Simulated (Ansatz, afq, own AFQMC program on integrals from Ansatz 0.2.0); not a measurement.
# Where AFQMC and coupled cluster stand for CH₆Si, singlet

```yaml
atoms:
  - { symbol: Si, position_ang: [-0.6006, -0.0028, 0.0004] }
  - { symbol: C, position_ang: [1.2706, 0.0059, -0.0008] }
  - { symbol: H, position_ang: [-1.1337, 1.3866, 0.0060] }
  - { symbol: H, position_ang: [-1.1233, -0.7057, 1.2034] }
  - { symbol: H, position_ang: [-1.1248, -0.6965, -1.2073] }
  - { symbol: H, position_ang: [1.6632, -1.0133, -0.0050] }
  - { symbol: H, position_ang: [1.6568, 0.5148, 0.8851] }
  - { symbol: H, position_ang: [1.6556, 0.5215, -0.8833] }
```

Basis cc-pVDZ. Noble-gas cores (and the filled d shells of Ga–Kr and In–Xe) are frozen. AFQMC by an in-house program on the Cholesky factors that Ansatz 0.2.0 writes for its CCSD(T) run. ph-AFQMC/CISD is guided by a CISD state made of CCSD amplitudes; releasing the constraint for a short imaginary time cuts its bias at the price of noise, slowly where states lie close. Error bars are statistical, one sigma.

Determinant: RHF, the one that the program's search chose, which needn't be the lowest solution. The geometry is a PBE0/def2-TZVP stationary point of this or a neighbouring charge and spin state.

No full CI on the walks' own integrals is used here; CCSDT(Q) serves as the reference and is uncertain by about the last step of the cluster series.

```
T1 diagnostic                               : 0.0088
weight of the determinant in the CISD state : 0.875
size of the correlated space                : 14 electrons in 56 orbitals
```

```
  level  correlation energy (eV)
    MP2                  -7.0452
   CCSD                  -8.2138
CCSD(T)                  -8.4046
```

(1) Estimate where phaseless AFQMC with the Hartree–Fock trial lies against CCSD(T) on the same integrals.

(1) 1.53 ± 2.16 mEh below CCSD(T). The gap is under twice the noise, so this walk alone can't tell the two apart.

Reference: CCSDT(Q), correlation energy -8.437 eV. The released energy is read at 2.40 1/Eh (meV from the phaseless value at times in 1/Eh: -7 ± 12 at 0.24, -9 ± 11 at 0.51, -22 ± 13 at 0.99, -4 ± 16 at 1.62, -37 ± 22 at 2.40).

| level | E − E(reference) (mEh) | share of correlation (%) |
| --- | --- | --- |
| CCSD(T) | 1.17 | 99.62 |
| CCSDT | 0.32 | 99.90 |
| ph-AFQMC/HF | -0.36 ± 2.16 | 100.12 |
| ph-AFQMC/CISD | 0.77 ± 0.44 | 99.75 |
| released AFQMC | -0.59 ± 0.80 | 100.19 |

A walk keeps the symmetry of its determinant, which the program's search chose and which needn't be the lowest solution, so a lower state of the same spin and another symmetry isn't excluded. Released energies are given only where the last usable release times agree within the noise; a slower fall can still hide under it.
